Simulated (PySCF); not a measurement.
# C5H10 (cyclopentane): the cost of one run

The runs use PySCF 2.14.0, with density-fitted response routines of our own; the level of theory stands in each step. All values are computed, except where a source is named. Atoms count from 0, in the outputs and in this text.

## Step 1: The molecule as given

15 atoms, charge 0, multiplicity 1; geometry from: MMFF94s.

Bonds of the start (Å): C0–C1 1.52, C1–C2 1.53, C2–C3 1.53, C3–C4 1.52, C4–C0 1.52, C0–H5 1.10, C0–H6 1.09, C1–H7 1.09, C1–H8 1.10, C2–H9 1.10, C2–H10 1.10, C3–H11 1.10, C3–H12 1.09, C4–H13 1.10, C4–H14 1.09.

## Step 2: Optimising the geometry at PBE0-D3(BJ)/def2-SVP

The job: settings as JSON, then the geometry in Å.

```
{"job": {"xc": "PBE0", "basis": "def2-SVP", "d3": "d3bj", "grid": 1, "kind": "geom"}, "charge": 0, "multiplicity": 1}
C      0.445488     0.848436     0.838404
C      1.261068    -0.181300     0.071698
C      0.236610    -1.139796    -0.533214
C     -1.126329    -0.467768    -0.375340
C     -0.823237     0.971257     0.012875
H      0.210968     0.474114     1.841921
H      0.971118     1.801867     0.942112
H      1.982009    -0.697090     0.713077
H      1.823304     0.310349    -0.731254
H      0.247381    -2.106995    -0.019073
H      0.465650    -1.327814    -1.587786
H     -1.688333    -0.960523     0.427095
H     -1.727054    -0.531089    -1.287635
H     -0.636034     1.573515    -0.884010
H     -1.642608     1.432837     0.571130
```

Started as:

```sh
$ OMP_NUM_THREADS=1 python probes_run.py task.json out
```

The driver reads the jobs from task.json and runs them one after another.

**Question.** How long does this first job take on 1 thread of AMD EPYC 9R14, shared host, and how much memory does it need?

About 13 s, with a peak of 0.49 GiB.
